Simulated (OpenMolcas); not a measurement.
# An input for [BSiNH5]− (SMILES BN[SiH2-])

The species is [BSiNH5]− (8 atoms), meant as a singlet with charge -1. SMILES: `BN[SiH2-]`. The coordinates come from a GFN2-xTB relaxation. This is one conformer, not always the lowest.

```xyz
8

B    -0.5129    1.0342   -0.7137
N    -0.2514    0.2239    0.3475
Si    0.1291   -1.5397    0.3852
H    -0.5077    0.5899   -1.8155
H    -0.7613    2.2026   -0.5646
H    -0.2880    0.6257    1.2743
H     1.2644   -1.6039   -0.5861
H     0.9279   -1.5327    1.6729
```

Settings wanted:

```json
{"method": "DFT", "reference": "RKS", "basis set": "6-31G*", "task": "gradient", "functional": "B3LYP", "nucleus": "point", "integration grid": "UltraFine", "SCF convergence threshold": "1e-10", "d and f functions": "Cartesian"}
```

Write the OpenMolcas 26.06 input and the command.

This one ran through:

calc.input:
```
&GATEWAY
BasLib=$CurrDir
Coord
8
angstrom
B       -0.512940       1.034250      -0.713740
N       -0.251440       0.223910       0.347480
Si       0.129150      -1.539690       0.385180
H       -0.507680       0.589930      -1.815460
H       -0.761340       2.202590      -0.564570
H       -0.288020       0.625650       1.274290
H        1.264390      -1.603920      -0.586060
H        0.927900      -1.532720       1.672890
Basis=6-31Gs
Group=NoSym
&SEWARD
GridInput
Grid=UltraFine
End of Grid
&SCF
Charge=-1
KSDFT=B3LYP
Thresholds=1e-10 1e-07 1e-07 1e-05
PrOrbitals=1 2
&ALASKA
```

```bash
$ export MOLCAS_MEM=1860
$ pymolcas calc.input > calc.log
```

(Basis files named in the input come from the Basis Set Exchange and aren't shown.)

Calculated total energy: -372.13460 Eh, largest force 2.121 eV/Å. The HOMO lies above zero, from self-interaction, a short basis or an unbound electron. Without diffuse functions such a state is poorly described. The shape is far from stationary at this level.
